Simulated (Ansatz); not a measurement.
Relaxation of BClH$_{6}$Si (9 atoms, charge 0, multiplicity 1), to a largest force component of 0.03 eV/Å in at most 50 steps.

Method: Ansatz, RKS B3LYP-D4/def2-SVP.

```xyz
9
Properties=species:S:1:pos:R:3
B -0.024 0.376 0.179
Cl -0.014 1.302 1.749
H 1.032 0.167 -0.347
H -1.085 0.183 -0.341
Si 0.120 -2.664 0.980
H -0.700 -3.114 -0.175
H 1.554 -2.980 0.749
H -0.363 -3.276 2.245
H -0.024 -1.202 1.133
```

Where does it end, and by what steps?

The forces met the threshold. The force dipped under the threshold on the way, but the program's further checks kept it going. After 17 steps the energy has fallen by 0.124 eV; H8 moved furthest, 0.66 Å.

```tsv
step	energy less start (eV)	largest force component (eV/Å)	accepted
0	0.0000	1.027	yes
1	-0.0365	0.907	yes
2	-0.0398	0.828	yes
3	-0.0768	0.437	yes
4	-0.0962	0.273	yes
5	-0.1098	0.217	yes
6	-0.1136	0.067	yes
7	-0.1156	0.051	yes
8	-0.1166	0.033	yes
9	-0.1191	0.013	yes
10	-0.1154	0.263	no
11	-0.1212	0.050	yes
12	-0.1161	0.272	no
13	-0.1222	0.052	yes
14	-0.1231	0.040	yes
15	-0.1236	0.052	yes
16	-0.1238	0.039	yes
17	-0.1242	0.026	yes
```

```xyz
9
Properties=species:S:1:pos:R:3
B -0.028 0.605 0.097
Cl 0.074 1.823 1.349
H 0.995 0.140 -0.326
H -1.112 0.301 -0.316
Si 0.114 -2.821 1.071
H -0.664 -2.919 -0.196
H 1.569 -2.951 0.780
H -0.313 -3.895 2.011
H -0.142 -1.492 1.701
```

The run took 47 s on 1 thread of Arm Neoverse V2 (shared host), peak memory 0.15 GiB.
